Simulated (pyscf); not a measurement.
PySCF, gas phase, ωB97X-D3(BJ)/def2-SVP geometries.

**Question.** For the elementary gas-phase step H₃C–C(F)(F)–C(F)(F)–F (SMILES CC(F)(F)C(F)(F)F) → H₃C–C(F)(F)–F (SMILES CC(F)(F)F) + F–C:–F (SMILES F[C]F) [singlet] (singlet surface; C–C, C–F broken, C–F formed), what barrier and reaction energy does ωB97M-D3(BJ)/def2-TZVP give, measured from the reactant's lowest minimum found?

**Answer.** ΔE‡ = 4.88 eV, ΔE = +2.32 eV. Zero-point energy shifts the barrier by -0.13 eV. It is a 1,1-elimination, with an imaginary mode of 676i cm⁻¹. The same reactants have a lower exit, to H₃C–C•(F)–F + F–C•(F)–F (no saddle counted: cutting one bond costs +4.26 eV at ωB97M-D3(BJ), against +4.88 eV here). One saddle was located; it need not be the lowest between these sides.
